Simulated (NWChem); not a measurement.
hydrogen sulfide (H2S)

```
S
H 1 1.3490
H 1 1.3490 2 92.13
```
Charge 0, spin multiplicity 1.

Program: NWChem. All single points use one geometry, from PBE0/def2-SVP, a minimum by its harmonic frequencies.

B3LYP has NWChem's definition, with VWN1-RPA local correlation. No SCF solution was tested for a lower state.

Worked example. At B3LYP/def2-TZVP the molecule has a total energy of -399.42530 Ha and the free atoms (multiplicities S 3, H 2) S -398.13237, H -0.50215 Ha. The electronic atomisation energy is the atoms' sum less the molecule's energy.

1·(-398.13237) + 2·(-0.50215) = -399.13667 Ha for the atoms; less the molecule's energy this leaves 0.28863 Ha, or 181.1 kcal/mol (758 kJ/mol), without zero-point, thermal or spin-orbit terms.
